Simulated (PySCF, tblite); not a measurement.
# C3H4F2O: dynamics, then NMR shifts and electronic excitations on frames

How do NMR shifts and electronic excitations of C3H4F2O (`C=COC(F)F`) change as the atoms move?

The runs use tblite 0.8.0 and PySCF 2.14.0, with density-fitted response routines of our own; the level of theory stands in each step. All values are computed, except where a source is named. Atoms count from 0, in the outputs and in this text.

## (1) Starting geometry

10 atoms, charge 0, multiplicity 1; geometry from: GFN2-xTB.

Bonds of the start (Å): C0–C1 1.32, C1–O2 1.38, O2–C3 1.35, C3–F4 1.34, C3–F5 1.36, C0–H6 1.08, C0–H7 1.07, C1–H8 1.08, C3–H9 1.11.

## (2) Dynamics with GFN2-xTB

The job: settings as JSON, then the geometry in Å.

```
{"job": {"kind": "md", "xc": "GFN2-xTB", "basis": "xTB", "temperature": 300, "steps": 2000, "every": 50, "frames": 5}, "charge": 0, "multiplicity": 1}
C      1.175391     0.397674    -0.842463
C      0.673206     0.840166     0.294038
O     -0.474558     0.418210     0.926437
C     -1.092973    -0.686657     0.455987
F     -2.007257    -1.062380     1.358695
F     -1.773858    -0.444488    -0.693315
H      0.713830    -0.365452    -1.443730
H      2.087459     0.820886    -1.218782
H      1.122934     1.627613     0.879419
H     -0.415291    -1.540919     0.261186
```

Level: GFN2-xTB Langevin dynamics, gas phase.

Started as:

```sh
$ OMP_NUM_THREADS=1 python probes_run.py task.json out
```

This one command runs all jobs of the session in turn.

What it wrote:

```text
t/fs     T/K      E/eV
    0.0   254.2   -597.72080
   25.0   117.9   -597.51404
   50.0   238.5   -597.50227
   75.0   239.6   -597.45993
  100.0   159.7   -597.28307
  125.0   211.6   -597.41888
  150.0   202.9   -597.45238
  175.0   237.6   -597.54362
  200.0   205.1   -597.41242
  225.0   293.2   -597.50241
  250.0   357.2   -597.49269
  275.0   262.7   -597.45044
  300.0   255.5   -597.27426
  325.0   291.7   -597.38332
  350.0   208.9   -597.35949
  375.0   292.4   -597.48594
  400.0   229.9   -597.41042
  425.0   209.0   -597.34223
  450.0   251.5   -597.45706
  475.0   233.5   -597.40733
  500.0   286.9   -597.41747
  525.0   253.9   -597.43472
  550.0   331.0   -597.29547
  575.0   338.8   -597.42878
  600.0   267.8   -597.37118
  625.0   314.4   -597.35624
  650.0   401.7   -597.41554
  675.0   374.0   -597.31968
  700.0   305.1   -597.22680
  725.0   307.9   -597.21837
  750.0   381.5   -597.31101
  775.0   550.2   -597.46144
  800.0   336.5   -597.32718
  825.0   373.6   -597.33262
  850.0   394.7   -597.40710
  875.0   338.7   -597.24348
  900.0   312.2   -597.28494
  925.0   240.6   -597.33422
  950.0   344.6   -597.55247
  975.0   317.1   -597.51771
 1000.0   254.1   -597.37935
```

Wall time 4.7 s (1 thread of Intel Xeon 6975P-C, shared host); peak memory 0.18 GiB.

Distance from the start (root mean square after alignment): 0 fs 0.00 Å, 200 fs 0.13 Å, 400 fs 0.19 Å, 600 fs 0.11 Å, 800 fs 0.12 Å, 1000 fs 0.13 Å.

Positions (Å) and forces (eV/Å) at 1000 fs:

```xyz
10

C    -0.388    0.460   -0.934    2.115   -0.302   -1.694
C    -0.804    1.358   -0.086    0.841    1.103   -0.696
O    -1.466    1.142    1.058   -1.258    0.352    0.680
C    -1.583   -0.152    1.407   -0.038    0.175    0.994
F    -2.033   -0.193    2.703    0.142   -0.166   -1.177
F    -2.407   -0.851    0.614   -0.721   -0.051    0.235
H    -0.622   -0.555   -0.866   -0.331   -1.268    0.158
H     0.421    0.619   -1.700   -1.438    0.399    0.712
H    -0.582    2.395   -0.266   -0.030    0.296    0.390
H    -0.625   -0.653    1.321    0.720   -0.537    0.398
```

## (3) Shielding tensors: 250 fs, PBE0/pcSseg-1

The job: settings as JSON, then the geometry in Å.

```
{"job": {"kind": "nmr", "xc": "PBE0", "basis": "pcSseg-1", "pop": false}, "charge": 0, "multiplicity": 1}
C      0.816400     0.555700    -1.037200
C      0.385300     0.978700     0.120600
O     -0.573800     0.440200     0.945400
C     -1.156200    -0.735400     0.674400
F     -1.886900    -1.119500     1.770400
F     -2.057500    -0.662100    -0.348200
H      0.476900    -0.400600    -1.435000
H      1.531100     1.057400    -1.605400
H      0.571500     1.953000     0.442000
H     -0.422500    -1.610900     0.569100
```

Method: GIAO PBE0/pcSseg-1 NMR shielding, non-relativistic, gas phase.

What it wrote:

```text
coarse grid: 9000 points
cycle   1  E = -390.9677226390  dE =  9.556e-01  |g| = 8.469e-01  |ddm| = 2.686e+00
cycle   2  E = -390.8616700836  dE =  1.061e-01  |g| = 1.201e+00  |ddm| = 9.742e-01
cycle   3  E = -391.0917144302  dE = -2.300e-01  |g| = 6.902e-02  |ddm| = 5.717e-01
cycle   4  E = -391.0922941879  dE = -5.798e-04  |g| = 4.218e-02  |ddm| = 6.703e-02
cycle   5  E = -391.0925810883  dE = -2.869e-04  |g| = 1.057e-02  |ddm| = 2.768e-02
cycle   6  E = -391.0925996482  dE = -1.856e-05  |g| = 3.711e-03  |ddm| = 8.571e-03
cycle   7  E = -391.0926027869  dE = -3.139e-06  |g| = 7.786e-04  |ddm| = 3.046e-03
final grid: 89528 points
cycle   8  E = -391.1523455662  dE = -3.328e-05  |g| = 9.907e-03  |ddm| = 1.806e-02
cycle   9  E = -391.1523264605  dE =  1.911e-05  |g| = 1.445e-02  |ddm| = 1.281e-02
cycle  10  E = -391.1523628368  dE = -3.638e-05  |g| = 1.363e-03  |ddm| = 8.280e-03
cycle  11  E = -391.1523632434  dE = -4.065e-07  |g| = 3.862e-04  |ddm| = 1.229e-03
cycle  12  E = -391.1523632695  dE = -2.614e-08  |g| = 1.147e-04  |ddm| = 2.721e-04
cycle  13  E = -391.1523632720  dE = -2.537e-09  |g| = 1.707e-05  |ddm| = 7.754e-05
cycle  14  E = -391.1523632721  dE = -5.502e-11  |g| = 6.738e-06  |ddm| = 1.532e-05
converged SCF energy = -391.1523632721

GIAO shielding tensors (ppm)
atom      isotropic    diamagn.    paramagn.     s11        s22        s33       span
  0 C       90.023     258.824    -168.801    -11.812    106.090    175.792    187.604
  1 C       35.981     249.370    -213.389    -73.199     73.671    107.471    180.670
  2 O      159.496     396.895    -237.399    117.615    135.331    225.542    107.927
  3 C       61.962     240.303    -178.341     41.829     67.204     76.855     35.026
  4 F      262.513     469.508    -206.995    146.585    286.285    354.669    208.083
  5 F      260.484     473.105    -212.621    192.691    239.172    349.591    156.900
  6 H       27.082      32.197      -5.115     24.414     25.227     31.605      7.191
  7 H       27.317      30.950      -3.633     25.751     26.873     29.326      3.576
  8 H       25.885      30.453      -4.568     22.624     26.563     28.468      5.844
  9 H       23.975      27.854      -3.879     20.530     23.720     27.676      7.146
```

Run time: 7.2 s. Hardware: 1 thread of Intel Xeon 6975P-C, shared host; peak memory 0.55 GiB.

The references, computed at this level on geometries of the same kind, shield at (ppm): ¹H TMS 31.72, ¹³C TMS 186.9, ¹⁹F CFCl3 170.9, ¹⁷O H2O 336.1. Their shielding less the atom's gives the shift. The references are single molecules in the gas phase, so shifts against H2O, NH3, PH3, H3PO4 or CFCl3 are not on the usual liquid scales and can be off by tens of ppm. Each atom is listed at this fixed geometry, with no averaging over motion; a spectrum would average atoms that exchange fast.

```csv
atoms,environment,σ (ppm),δ (ppm)
C1,alkene carbon bearing oxygen,36.0,150.9
C3,sp3 CH bonded to 2 F and O,62.0,125.0
C0,β carbon of an enol-ether or enamine type C=C,90.0,96.9
H9,hydrogen on an sp3 CH bonded to 2 F and O,23.98,7.74
H8,hydrogen on an alkene carbon bearing oxygen,25.89,5.83
H6,hydrogen on a β carbon of an enol-ether or enamine type C=C,27.08,4.63
H7,hydrogen on a β carbon of an enol-ether or enamine type C=C,27.32,4.40
O2,ether oxygen,159.5,176.6
F5,fluorine of a CF2 group,260.5,-89.5
F4,fluorine of a CF2 group,262.5,-91.6
```

## (4) Excited states and response: 250 fs, PBE0/def2-SVPD

The job, as its differences from that of step 3:

```diff
@@ -1,2 +1,2 @@
-{"job": {"kind": "nmr", "xc": "PBE0", "basis": "pcSseg-1", "pop": false}, "charge": 0, "multiplicity": 1}
+{"job": {"kind": "uv", "xc": "PBE0", "basis": "def2-SVPD", "nstates": 5, "ntriplets": 0}, "charge": 0, "multiplicity": 1}
 C      0.816400     0.555700    -1.037200
```

With the program's defaults for keys left out, this is: TDDFT PBE0/def2-SVPD, vertical, gas phase, core orbitals frozen in the response.

What it wrote:

```text
coarse grid: 9000 points
cycle   1  E = -390.7413768750  dE =  9.103e-01  |g| = 7.933e-01  |ddm| = 4.195e+00
cycle   2  E = -390.6421899595  dE =  9.919e-02  |g| = 1.121e+00  |ddm| = 1.646e+00
cycle   3  E = -390.8571223137  dE = -2.149e-01  |g| = 6.962e-02  |ddm| = 9.341e-01
cycle   4  E = -390.8577607528  dE = -6.384e-04  |g| = 3.915e-02  |ddm| = 9.465e-02
cycle   5  E = -390.8580255012  dE = -2.647e-04  |g| = 9.840e-03  |ddm| = 3.856e-02
cycle   6  E = -390.8580419280  dE = -1.643e-05  |g| = 3.617e-03  |ddm| = 1.348e-02
cycle   7  E = -390.8580449861  dE = -3.058e-06  |g| = 7.118e-04  |ddm| = 4.342e-03
final grid: 89528 points
cycle   8  E = -390.9178701025  dE = -2.968e-05  |g| = 9.302e-03  |ddm| = 7.965e-02
cycle   9  E = -390.9178527701  dE =  1.733e-05  |g| = 1.351e-02  |ddm| = 2.034e-02
cycle  10  E = -390.9178863384  dE = -3.357e-05  |g| = 1.233e-03  |ddm| = 1.200e-02
cycle  11  E = -390.9178866867  dE = -3.483e-07  |g| = 3.531e-04  |ddm| = 1.725e-03
cycle  12  E = -390.9178867106  dE = -2.390e-08  |g| = 1.052e-04  |ddm| = 4.043e-04
cycle  13  E = -390.9178867128  dE = -2.227e-09  |g| = 1.729e-05  |ddm| = 1.298e-04
cycle  14  E = -390.9178867129  dE = -5.571e-11  |g| = 7.309e-06  |ddm| = 3.112e-05
converged SCF energy = -390.9178867129

Static polarisability (au): isotropic 43.908, principal 35.469 42.425 53.831

Singlet excitations
state   eV       nm        f      main configurations
  1   7.2700    170.5   0.16202   H->L 0.64, H->L+1 0.32
  2   7.5221    164.8   0.14855   H->L+1 0.58, H->L 0.28
  3   7.8253    158.4   0.02139   H->L+2 0.87
  4   8.0974    153.1   0.00610   H->L+3 0.91
  5   8.6973    142.6   0.00134   H-1->L 0.85
```

It took 13 s on 1 thread of Intel Xeon 6975P-C, shared host; peak memory 0.69 GiB.

The orbitals next to the gap, with their largest atomic shares:

```csv
orbital,eV,atoms
HOMO−3,-11.47,"C0 30 %, H6 16 %, C1 14 %"
HOMO−2,-11.38,"O2 32 %, F5 27 %, F4 21 %"
HOMO−1,-10.34,"O2 24 %, F4 16 %, C3 16 %"
HOMO,-7.90,"C0 37 %, C1 28 %, O2 21 %"
LUMO,-0.08,"C1 35 %, C0 34 %, O2 9 %"
LUMO+1,0.77,"C0 22 %, C3 17 %, H9 16 %"
LUMO+2,1.21,"O2 20 %, H8 20 %, C1 17 %"
```

With each of the 5 states as a Gaussian band of 0.4 eV half-width at 1/e, the curve within the window shown has maxima at 168 nm (ε 12,000) L/(mol cm). Beyond the last state computed it falls off for lack of states. The curve at chosen wavelengths:

```json
{"nm": "138", "ε (L/mol/cm)": "33"}
{"nm": "140", "ε (L/mol/cm)": "52"}
{"nm": "142", "ε (L/mol/cm)": "77"}
{"nm": "144", "ε (L/mol/cm)": "116"}
{"nm": "146", "ε (L/mol/cm)": "195"}
{"nm": "148", "ε (L/mol/cm)": "352"}
{"nm": "150", "ε (L/mol/cm)": "646"}
{"nm": "151", "ε (L/mol/cm)": "867"}
{"nm": "153", "ε (L/mol/cm)": "1517"}
{"nm": "155", "ε (L/mol/cm)": "2520"}
{"nm": "157", "ε (L/mol/cm)": "3930"}
{"nm": "159", "ε (L/mol/cm)": "5704"}
{"nm": "161", "ε (L/mol/cm)": "7666"}
{"nm": "163", "ε (L/mol/cm)": "9519"}
{"nm": "165", "ε (L/mol/cm)": "10930"}
{"nm": "167", "ε (L/mol/cm)": "11627"}
{"nm": "169", "ε (L/mol/cm)": "11489"}
{"nm": "171", "ε (L/mol/cm)": "10577"}
{"nm": "173", "ε (L/mol/cm)": "9095"}
{"nm": "174", "ε (L/mol/cm)": "8227"}
{"nm": "176", "ε (L/mol/cm)": "6418"}
{"nm": "178", "ε (L/mol/cm)": "4707"}
{"nm": "180", "ε (L/mol/cm)": "3253"}
{"nm": "182", "ε (L/mol/cm)": "2125"}
{"nm": "184", "ε (L/mol/cm)": "1315"}
{"nm": "186", "ε (L/mol/cm)": "773"}
```

Further results of this job:

```csv
property,computed
dipole moment (D),2.66
polarisability (Å³),6.51
HOMO–LUMO gap (eV),7.83
−ε(HOMO) (eV),7.90
```

## (5) Nuclear shieldings: 425 fs, PBE0/pcSseg-1

The job: settings as JSON, then the geometry in Å.

```
{"job": {"kind": "nmr", "xc": "PBE0", "basis": "pcSseg-1", "pop": false}, "charge": 0, "multiplicity": 1}
C      0.872600     0.366000    -0.972600
C      0.033300     0.973100    -0.091200
O     -0.717400     0.380100     0.914400
C     -1.097000    -0.947400     0.825000
F     -1.804800    -1.262300     1.871200
F     -1.870600    -1.124000    -0.270500
H      0.953400    -0.681400    -1.116400
H      1.298300     0.910400    -1.804300
H      0.078700     1.978600    -0.028300
H     -0.299200    -1.667300     0.710600
```

Method: GIAO PBE0/pcSseg-1 NMR shielding, non-relativistic, gas phase.

What it wrote:

```text
coarse grid: 9000 points
cycle   1  E = -390.9746082849  dE =  9.566e-01  |g| = 8.178e-01  |ddm| = 2.691e+00
cycle   2  E = -390.8885577652  dE =  8.605e-02  |g| = 1.117e+00  |ddm| = 9.133e-01
cycle   3  E = -391.0882312299  dE = -1.997e-01  |g| = 5.353e-02  |ddm| = 5.328e-01
cycle   4  E = -391.0885549038  dE = -3.237e-04  |g| = 3.604e-02  |ddm| = 6.122e-02
cycle   5  E = -391.0888175719  dE = -2.627e-04  |g| = 1.193e-02  |ddm| = 3.068e-02
cycle   6  E = -391.0888465896  dE = -2.902e-05  |g| = 3.493e-03  |ddm| = 9.949e-03
cycle   7  E = -391.0888494976  dE = -2.908e-06  |g| = 3.778e-04  |ddm| = 2.709e-03
final grid: 89528 points
cycle   8  E = -391.1482980632  dE = -3.178e-05  |g| = 1.062e-02  |ddm| = 1.856e-02
cycle   9  E = -391.1482743916  dE =  2.367e-05  |g| = 1.581e-02  |ddm| = 1.373e-02
cycle  10  E = -391.1483177841  dE = -4.339e-05  |g| = 1.678e-03  |ddm| = 9.065e-03
cycle  11  E = -391.1483184168  dE = -6.327e-07  |g| = 3.798e-04  |ddm| = 1.436e-03
cycle  12  E = -391.1483184440  dE = -2.716e-08  |g| = 1.248e-04  |ddm| = 2.981e-04
cycle  13  E = -391.1483184474  dE = -3.490e-09  |g| = 3.244e-05  |ddm| = 9.670e-05
cycle  14  E = -391.1483184476  dE = -1.896e-10  |g| = 1.053e-05  |ddm| = 2.301e-05
converged SCF energy = -391.1483184476

GIAO shielding tensors (ppm)
atom      isotropic    diamagn.    paramagn.     s11        s22        s33       span
  0 C       80.241     257.592    -177.351    -30.809     96.822    174.709    205.518
  1 C       25.666     249.714    -224.048    -95.395     66.553    105.839    201.235
  2 O      150.932     397.067    -246.135     94.930    126.841    231.026    136.095
  3 C       67.454     240.061    -172.607     48.689     74.838     78.836     30.148
  4 F      295.815     467.207    -171.392    219.527    329.445    338.473    118.946
  5 F      271.740     473.783    -202.043    190.946    266.745    357.527    166.581
  6 H       27.337      33.086      -5.749     24.297     25.752     31.962      7.666
  7 H       26.429      29.773      -3.344     24.740     25.960     28.586      3.846
  8 H       25.753      31.643      -5.889     23.702     24.232     29.326      5.624
  9 H       25.106      29.835      -4.729     22.196     24.465     28.657      6.461
```

It took 6.6 s on 1 thread of Intel Xeon 6975P-C, shared host; peak memory 0.58 GiB.

In short: δ C1 161.3, C3 119.5, C0 106.7, O2 185.1, H9 6.61, H8 5.96 ppm.

## (6) TDDFT and polarisability: 425 fs, PBE0/def2-SVPD

The job, as its differences from that of step 5:

```diff
@@ -1,2 +1,2 @@
-{"job": {"kind": "nmr", "xc": "PBE0", "basis": "pcSseg-1", "pop": false}, "charge": 0, "multiplicity": 1}
+{"job": {"kind": "uv", "xc": "PBE0", "basis": "def2-SVPD", "nstates": 5, "ntriplets": 0}, "charge": 0, "multiplicity": 1}
 C      0.872600     0.366000    -0.972600
```

Method: TDDFT PBE0/def2-SVPD, vertical, gas phase, core orbitals frozen in the response.

What it wrote:

```text
coarse grid: 9000 points
cycle   1  E = -390.7471899002  dE =  9.124e-01  |g| = 7.658e-01  |ddm| = 4.184e+00
cycle   2  E = -390.6665459414  dE =  8.064e-02  |g| = 1.043e+00  |ddm| = 1.522e+00
cycle   3  E = -390.8533539184  dE = -1.868e-01  |g| = 5.492e-02  |ddm| = 8.789e-01
cycle   4  E = -390.8537457922  dE = -3.919e-04  |g| = 3.318e-02  |ddm| = 8.996e-02
cycle   5  E = -390.8539692048  dE = -2.234e-04  |g| = 1.120e-02  |ddm| = 4.242e-02
cycle   6  E = -390.8539950459  dE = -2.584e-05  |g| = 3.611e-03  |ddm| = 1.496e-02
cycle   7  E = -390.8539982395  dE = -3.194e-06  |g| = 3.851e-04  |ddm| = 4.241e-03
final grid: 89528 points
cycle   8  E = -390.9136149671  dE = -2.932e-05  |g| = 9.897e-03  |ddm| = 7.078e-02
cycle   9  E = -390.9135935383  dE =  2.143e-05  |g| = 1.469e-02  |ddm| = 2.183e-02
cycle  10  E = -390.9136332759  dE = -3.974e-05  |g| = 1.583e-03  |ddm| = 1.316e-02
cycle  11  E = -390.9136338609  dE = -5.850e-07  |g| = 3.615e-04  |ddm| = 2.053e-03
cycle  12  E = -390.9136338880  dE = -2.704e-08  |g| = 1.060e-04  |ddm| = 4.308e-04
cycle  13  E = -390.9136338905  dE = -2.538e-09  |g| = 2.814e-05  |ddm| = 1.490e-04
cycle  14  E = -390.9136338906  dE = -1.514e-10  |g| = 1.117e-05  |ddm| = 3.707e-05
converged SCF energy = -390.9136338906

Static polarisability (au): isotropic 44.075, principal 35.160 41.696 55.369

Singlet excitations
state   eV       nm        f      main configurations
  1   6.8466    181.1   0.26520   H->L 0.93
  2   7.0762    175.2   0.03791   H->L+1 0.95
  3   7.5843    163.5   0.00505   H->L+2 0.93
  4   7.9766    155.4   0.00625   H->L+3 0.91
  5   8.3086    149.2   0.01394   H-1->L 0.89
```

Wall time 11 s (1 thread of Intel Xeon 6975P-C, shared host); peak memory 0.68 GiB.

Key values: HOMO -7.55 eV, LUMO -0.32 eV; lowest singlet 6.85 eV.

## (7) Shielding tensors: 625 fs, PBE0/pcSseg-1

The job: settings as JSON, then the geometry in Å.

```
{"job": {"kind": "nmr", "xc": "PBE0", "basis": "pcSseg-1", "pop": false}, "charge": 0, "multiplicity": 1}
C      0.558800     0.418000    -1.017500
C      0.141300     0.789200     0.169000
O     -0.629500     0.112300     1.135100
C     -0.966200    -1.142500     1.059600
F     -1.788000    -1.512100     2.047000
F     -1.612700    -1.349400    -0.147500
H      0.321300    -0.477800    -1.476100
H      1.127400     1.068500    -1.592200
H      0.431400     1.767500     0.610500
H     -0.234600    -1.909400     1.088300
```

Method: GIAO PBE0/pcSseg-1 NMR shielding, non-relativistic, gas phase.

What it wrote:

```text
coarse grid: 9000 points
cycle   1  E = -390.9702114377  dE =  1.020e+00  |g| = 8.315e-01  |ddm| = 2.698e+00
cycle   2  E = -390.8788057918  dE =  9.141e-02  |g| = 1.139e+00  |ddm| = 9.451e-01
cycle   3  E = -391.0872324034  dE = -2.084e-01  |g| = 8.078e-02  |ddm| = 5.625e-01
cycle   4  E = -391.0880255052  dE = -7.931e-04  |g| = 5.111e-02  |ddm| = 8.484e-02
cycle   5  E = -391.0884937599  dE = -4.683e-04  |g| = 1.092e-02  |ddm| = 3.564e-02
cycle   6  E = -391.0885175361  dE = -2.378e-05  |g| = 3.226e-03  |ddm| = 9.249e-03
cycle   7  E = -391.0885199764  dE = -2.440e-06  |g| = 5.666e-04  |ddm| = 2.573e-03
final grid: 89528 points
cycle   8  E = -391.1479400630  dE = -3.290e-05  |g| = 9.468e-03  |ddm| = 1.729e-02
cycle   9  E = -391.1479256569  dE =  1.441e-05  |g| = 1.323e-02  |ddm| = 1.197e-02
cycle  10  E = -391.1479560778  dE = -3.042e-05  |g| = 1.294e-03  |ddm| = 7.606e-03
cycle  11  E = -391.1479564369  dE = -3.591e-07  |g| = 3.831e-04  |ddm| = 1.180e-03
cycle  12  E = -391.1479564626  dE = -2.566e-08  |g| = 1.168e-04  |ddm| = 2.753e-04
cycle  13  E = -391.1479564652  dE = -2.621e-09  |g| = 1.738e-05  |ddm| = 7.921e-05
cycle  14  E = -391.1479564652  dE = -5.957e-11  |g| = 7.710e-06  |ddm| = 1.658e-05
converged SCF energy = -391.1479564652

GIAO shielding tensors (ppm)
atom      isotropic    diamagn.    paramagn.     s11        s22        s33       span
  0 C       88.979     257.608    -168.629    -13.108    103.496    176.547    189.655
  1 C       32.484     250.273    -217.789    -71.468     75.137     93.783    165.251
  2 O      171.564     396.784    -225.220    126.197    164.794    223.701     97.504
  3 C       67.725     238.917    -171.191     46.916     75.742     80.518     33.602
  4 F      273.758     467.844    -194.085    175.057    301.699    344.519    169.463
  5 F      260.522     476.455    -215.933    178.461    244.010    359.097    180.636
  6 H       27.724      33.203      -5.479     24.928     26.120     32.124      7.196
  7 H       27.571      31.190      -3.619     25.989     26.919     29.806      3.817
  8 H       24.780      28.575      -3.795     21.039     26.353     26.947      5.908
  9 H       25.681      30.029      -4.348     22.344     25.327     29.373      7.029
```

Run time: 6 s. Hardware: 1 thread of Intel Xeon 6975P-C, shared host; peak memory 0.58 GiB.

Key values: δ C1 154.4, C3 119.2, C0 97.9, O2 164.5, H8 6.94, H9 6.04 ppm.

## (8) TDDFT and polarisability: 625 fs, PBE0/def2-SVPD

The job, as its differences from that of step 7:

```diff
@@ -1,2 +1,2 @@
-{"job": {"kind": "nmr", "xc": "PBE0", "basis": "pcSseg-1", "pop": false}, "charge": 0, "multiplicity": 1}
+{"job": {"kind": "uv", "xc": "PBE0", "basis": "def2-SVPD", "nstates": 5, "ntriplets": 0}, "charge": 0, "multiplicity": 1}
 C      0.558800     0.418000    -1.017500
```

Level: TDDFT PBE0/def2-SVPD, vertical, gas phase, core orbitals frozen in the response.

What it wrote:

```text
coarse grid: 9000 points
cycle   1  E = -390.7425834101  dE =  9.741e-01  |g| = 7.775e-01  |ddm| = 4.399e+00
cycle   2  E = -390.6563293062  dE =  8.625e-02  |g| = 1.064e+00  |ddm| = 1.634e+00
cycle   3  E = -390.8517808998  dE = -1.955e-01  |g| = 8.077e-02  |ddm| = 9.397e-01
cycle   4  E = -390.8526721574  dE = -8.913e-04  |g| = 4.655e-02  |ddm| = 1.163e-01
cycle   5  E = -390.8530712630  dE = -3.991e-04  |g| = 1.085e-02  |ddm| = 5.053e-02
cycle   6  E = -390.8530955897  dE = -2.433e-05  |g| = 3.155e-03  |ddm| = 1.534e-02
cycle   7  E = -390.8530979897  dE = -2.400e-06  |g| = 5.376e-04  |ddm| = 3.961e-03
final grid: 89528 points
cycle   8  E = -390.9127624732  dE = -2.863e-05  |g| = 8.977e-03  |ddm| = 7.857e-02
cycle   9  E = -390.9127491122  dE =  1.336e-05  |g| = 1.249e-02  |ddm| = 1.996e-02
cycle  10  E = -390.9127777252  dE = -2.861e-05  |g| = 1.174e-03  |ddm| = 1.142e-02
cycle  11  E = -390.9127780364  dE = -3.111e-07  |g| = 3.531e-04  |ddm| = 1.687e-03
cycle  12  E = -390.9127780604  dE = -2.403e-08  |g| = 1.047e-04  |ddm| = 4.015e-04
cycle  13  E = -390.9127780626  dE = -2.228e-09  |g| = 1.597e-05  |ddm| = 1.336e-04
cycle  14  E = -390.9127780627  dE = -5.616e-11  |g| = 5.521e-06  |ddm| = 3.214e-05
converged SCF energy = -390.9127780627

Static polarisability (au): isotropic 43.592, principal 33.952 42.324 54.502

Singlet excitations
state   eV       nm        f      main configurations
  1   7.3738    168.1   0.20622   H->L 0.70, H->L+1 0.26
  2   7.4808    165.7   0.11386   H->L+1 0.67, H->L 0.23
  3   8.0722    153.6   0.03554   H->L+2 0.79, H->L+3 0.13
  4   8.2576    150.1   0.00181   H->L+3 0.79, H->L+2 0.11
  5   8.7864    141.1   0.00805   H->L+5 0.43, H-1->L 0.37, H-2->L 0.09
```

Wall time 9.9 s (1 thread of Intel Xeon 6975P-C, shared host); peak memory 0.74 GiB.

In short: HOMO -7.96 eV, LUMO -0.10 eV; lowest singlet 7.37 eV.

[end of part 1 of 2]
